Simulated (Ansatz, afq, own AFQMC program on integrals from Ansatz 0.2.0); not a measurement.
## Where AFQMC and coupled cluster stand for F⁻, triplet

A free F anion.

Basis aug-cc-pVDZ. Only valence electrons are correlated. AFQMC by an in-house program on the Cholesky factors that Ansatz 0.2.0 writes for its CCSD(T) run. The CISD trial takes its coefficients from CCSD amplitudes. Released means that phaseless walkers are propagated on without the constraint, phases kept. ± is one standard error of the sampling.

Determinant: UHF, the one that the program's search chose, which needn't be the lowest solution.

Full CI is exact in this basis; its frozen core comes from its own orbitals, which moves totals by up to a few meV.

Cautions: another spin lies lower (by 8.96 eV); at this level and basis the anion state lies above a neutral one; the search met a lower determinant of the same kind, perhaps of another symmetry (109 meV lower), and this one is a saddle point; a state of other symmetry lies lower (by 220 meV); full CI with its own frozen core.

* T1 diagnostic: 0.0127
* weight of the determinant in the CISD state: 0.956
* ⟨S²⟩ of the determinant: 2.003
* size of the correlated space: 8 electrons in 22 orbitals

Reference: full CI, correlation energy -5.018 eV. The released energy is read at 2.40 1/Eh (meV from the phaseless value at times in 1/Eh: -2.5 ± 1.4 at 0.24, -5.9 ± 1.6 at 0.51, -4.1 ± 1.2 at 0.99, -11 ± 3 at 1.62, -3.7 ± 2.4 at 2.40). CCSDTQ lies 0.8 meV below full CI, in part by the other frozen core, which shifts every row alike, so rows that close can't be ranked against it.

```
         level  E − E(reference) (kJ/mol)  share of correlation (%)
            HF                      484.2                      0.00
           MP2                       42.9                     91.15
          CCSD                        9.4                     98.06
       CCSD(T)                        0.9                     99.80
         CCSDT                        0.1                     99.98
      CCSDT(Q)                       -0.1                    100.02
        CCSDTQ                       -0.1                    100.02
   ph-AFQMC/HF                  7.4 ± 2.1                     98.47
 ph-AFQMC/CISD                  0.5 ± 0.2                     99.90
released AFQMC                  0.1 ± 0.2                     99.97
```

CCSDT and higher add their correlation energy to the determinant of the CCSD(T) run, since their own runs factorise the integrals more tightly (a shift of under 2 meV). A walk keeps the symmetry of its determinant, which the program's search chose and which needn't be the lowest solution, so a lower state of the same spin and another symmetry isn't excluded. Released energies are given only where the last usable release times agree within the noise; a slower fall can still hide under it.
